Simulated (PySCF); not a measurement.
**Electric properties by functional and basis**

Compound: trans-2-pentene, C5H10.
SMILES: `C/C=C/CC`

PySCF, dipoles from the SCF density, polarisabilities from static response with core orbitals frozen. The structure is a single PBE0-D3(BJ)/def2-SVP conformer in the gas phase; no vibrational or solvent corrections.

Reference polarisability: 9.839 Å³ (measured, gas; NIST CCCBDB Release 22 (SRD 101), experimental polarizabilities). The anisotropy is √(½[(α1 − α2)² + (α2 − α3)² + (α3 − α1)²]).

| level | μ (D) | α (au) | error (%) | anisotropy (au) |
| --- | --- | --- | --- | --- |
| LDA/def2-SVPD | 0.066 | 68.94 | +3.8 | 32.71 |
| PBE/def2-SVPD | 0.058 | 67.88 | +2.2 | 32.52 |
| B3LYP/def2-SVPD | 0.055 | 66.25 | -0.2 | 30.94 |
| PBE0/def2-SVPD | 0.051 | 65.57 | -1.2 | 30.71 |
| BHandHLYP/def2-SVPD | 0.050 | 64.25 | -3.2 | 29.65 |
| CAM-B3LYP/def2-SVPD | 0.054 | 65.18 | -1.8 | 29.65 |
| wB97X-D/def2-SVPD | 0.047 | 65.17 | -1.8 | 29.44 |
| LC-wPBE/def2-SVPD | 0.044 | 63.32 | -4.6 | 28.39 |
| HF/def2-SVPD | 0.045 | 62.69 | -5.6 | 28.76 |
| PBE0/6-31G* | 0.048 | 54.91 | -17.3 | 31.73 |
| PBE0/def2-SVP | 0.059 | 57.50 | -13.4 | 31.35 |
| PBE0/def2-TZVP | 0.049 | 64.19 | -3.3 | 32.12 |

For the polarisability, the smallest error is 0.2% (B3LYP/def2-SVPD) and the largest 17.3% (PBE0/6-31G*). The dipole runs from 0.04 D (LC-wPBE/def2-SVPD) to 0.07 D (LDA/def2-SVPD). In one basis (def2-SVPD) the functionals order the polarisability from HF (lowest) to LDA (highest), a spread of 10%. With PBE0 the polarisability is 58.86 au without diffuse functions (mean of 6-31G*, def2-SVP and def2-TZVP) and 65.57 au with them (def2-SVPD). Measured values can belong to vibrating molecules and may average over conformers; the computed ones are for one fixed geometry.
